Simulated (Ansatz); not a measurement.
Reaction (SMILES): C=O (CH2O) [formaldehyde] → C=O (CH2O) as doublet, charge +1 + e-

Property: adiabatic ionisation energy (0 K, with zero-point energies), in eV. Set-up: LANL2DZ all-electron up to Ne; no spin-orbit coupling; dispersion terms only where a functional's name holds one; non-relativistic; open shells spin-unrestricted; 6-311+G** with 5d; valence correlation only; 6-31G* and kin with 6d, 5d where marked. CBS(X,Y): correlation extrapolated as X^-3; Hartree-Fock from the larger set. First-principles rows: single points at B3LYP-D3(BJ) geometries (Ansatz, a program for electronic structure), with unscaled harmonic terms from B3LYP/6-31G* at its own minima.

Measured values: CCCBDB table in ASE; they hold spin-orbit and core effects. 

Value to compare with, the measured value: 10.88 eV.

```csv
level,program,"adiabatic ionisation energy (0 K, with zero-point energies) (eV)",error
B3LYP/STO-3G,Ansatz,8.98,-1.90
B3LYP/3-21G,Ansatz,10.55,-0.33
B3LYP/LANL2DZ,Ansatz,10.81,-0.07
B3LYP/6-31G,Ansatz,10.72,-0.16
B3LYP/6-31G*,Ansatz,10.65,-0.23
B3LYP/6-31+G*,Ansatz,10.84,-0.04
B3LYP/6-31G**,Ansatz,10.64,-0.24
B3LYP/def2-SVP,Ansatz,10.69,-0.19
B3LYP/cc-pVDZ,Ansatz,10.58,-0.30
B3LYP/6-311+G**,Ansatz,10.83,-0.05
B3LYP/def2-TZVPD,Ansatz,10.80,-0.08
"CCSD(T)/CBS(def2-TZVPPD,def2-QZVPPD)",Ansatz,10.91,0.03
```

Among the 10 habitual levels, B3LYP/STO-3G lies farthest from the measured value (-1.90 eV); 0 of 10 lie above it, and their mean absolute error is 0.35 eV, the median 0.21. One case shows no general order.

The sets are all those run for this method; runs whose electronic state is in doubt are left out.
